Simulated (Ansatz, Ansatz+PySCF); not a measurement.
```json
{"atom": "S", "x (Å)": "0.0000", "y (Å)": "0.0000", "z (Å)": "-0.5407"}
{"atom": "O", "x (Å)": "0.0000", "y (Å)": "0.0000", "z (Å)": "1.0814"}
```

UHF on triplet SO was run in several spherical basis sets with Ansatz (development build ahead of 0.2.0). Caution for UHF: the determinant may break the point group.

Rank the basis sets by the total energy that they give, lowest first, with the distance from the lowest.
A. cc-pVDZ
B. def2-TZVP
C. cc-pVTZ
D. 6-31G(d)
E. def2-SVP

C (0.00 eV), B (0.02 eV), A (1.28 eV), D (1.96 eV), E (6.65 eV).

Totals follow the description of the cores as much as that of the bonds, so this order isn't one of quality for chemistry.
